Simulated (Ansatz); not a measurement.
**ZnF: from a trial structure to a relaxed crystal**

Level of theory: Ansatz, DFT PBE, scalar-relativistic, plane waves, PAW.

The start puts ZnF on the wurtzite structure type (P6_3mc, No. 186), with F in place of O, at a guessed volume.

Input of the last, converged step (default PAW datasets):

```yaml
crystal:
  lattice:
    - [2.957404004, 0.0, 0.0]
    - [-1.478702002, 2.5611869967, 0.0]
    - [0.0, 0.0, 8.6001920759]
  atoms:
    - { symbol: Zn, position: [0.3333333333, 0.6666666667, 0.0122735015] }
    - { symbol: Zn, position: [0.6666666667, 0.3333333333, 0.5122735015] }
    - { symbol: F, position: [0.3333333333, 0.6666666667, 0.3698264985] }
    - { symbol: F, position: [0.6666666667, 0.3333333333, 0.8698264985] }
basis:
  ecutwfc: 420
kpoints:
  mp_grid: { grid: [18, 18, 6] }
hamiltonian:
  xc: pbe
scf:
  occupations: { method: gaussian, width: 0.1 }
output:
  forces: true
  stress: true
  eigenvalues: true
relax:
  adjacent_minimum: "off"
  f_tol: 0.01
  max_steps: 80
  cell: { stress_tol: 0.05 }
```

Launched as:

```bash
ansatz run input.yaml --threads 1 --pin off --max-ram 2560MiB --backend cpu --events-out ev --progress --plain --runs-dir out
```

It took 4.7 min on 1 thread of Intel(R) Xeon(R) Platinum 8259CL CPU @ 2.50GHz (Skylake/Cascade Lake), with other jobs on the host, peak memory 0.54 GiB.

End of the output:

```
SCF converged after 7 iterations
Free energy (F): -8254.204305 eV
Harris-Foulkes:  -8254.204305 eV  (|F-HF|=1.46e-11)
Internal energy: -8254.199657 eV  (E = F + TS)
E sigma→0 (E₀):  -8254.201981 eV
Entropy (-TS):   -0.004647 eV (-1.162 meV/atom)
Fermi energy:    4.521714 eV
--- Per-component energies (eV) ---
  E_band       = -128.043712
  E_kinetic    = 671.408853
  E_local      = -5486.904797  (includes V_loc(G=0)·N_el)
  E_nonlocal   = 1381.818899
  E_hartree    = 2272.679921
  E_xc         = -429.635294
  E_vxc        = -302.692122  (∫ρ·V_xc dr)
  E_paw        = -4063.049939  (= ΣΔE_a)
  E_vpaw       = -937.037752  (= ΣTr[D̂ρ^β])
  E_aug_tail   = 0.003291  (compensation charges beyond the density's cutoff)
  E_ewald      = -2600.520591
  E_smearing   = -0.004647  (= −TS)
  E_closure    =  0.000000  (closes the sum)
  Σ components = -8254.204305   (vs F -8254.204305, Δ=0.00e0)
--- Forces (eV/Å), atoms counted from 1 ---
  atom   1  Zn     0.00000000     0.00000000    -0.00367363
  atom   2  Zn     0.00000000     0.00000000    -0.00367363
  atom   3  F      0.00000000     0.00000000     0.00367501
  atom   4  F      0.00000000     0.00000000     0.00367501
  max |Σ_I F_I| component: 2.75e-6 eV/Å
--- Stress (GPa, compression-positive) ---
       -0.007229       0.000000       0.000000
        0.000000      -0.007229       0.000000
        0.000000       0.000000       0.039516
  P = ⅓ Tr σ = 0.0084 GPa (0.084 kbar)
--- Relaxed structure (10 steps of the walk, 10 accepted, 4 SCFs on fresh bases) ---
  F+E_penalty+E_count = -8254.20430459 eV   max|allowed force component| = 3.674e-3 eV/Å   (the final SCF, on the basis selected at the relaxed cell)
  cell:  # Å, volume = 68.4891 Å³
    - [2.958257, 0.000000, 0.000000]
    - [-1.479129, 2.561926, 0.000000]
    - [0.000000, 0.000000, 9.036889]
  atoms:
    - { symbol: Zn, position: [0.333333, 0.666667, 0.007904] }
    - { symbol: Zn, position: [0.666667, 0.333333, 0.507904] }
    - { symbol: F, position: [0.333333, 0.666667, 0.374196] }
    - { symbol: F, position: [0.666667, 0.333333, 0.874196] }
```

Total energies depend on the potentials used, so only differences within one code and one set of settings carry meaning.

The result has space group P6_3mc (No. 186). Zn is coordinated by 3 F at 2.09 Å; F has 3 Zn at 2.09 Å.

Against the elements it lies at -1.24 eV/atom. The zero of energy is the elements' standard structures at the same level (F₂ as a molecule); no fitted shifts are applied.

For metals, differences of a few meV/atom aren't resolved. No dispersion correction is applied, so the spacing between layers, chains or molecules is poorly fixed, and with it the volume and density.

A structure relaxed within its symmetry needn't be a true minimum.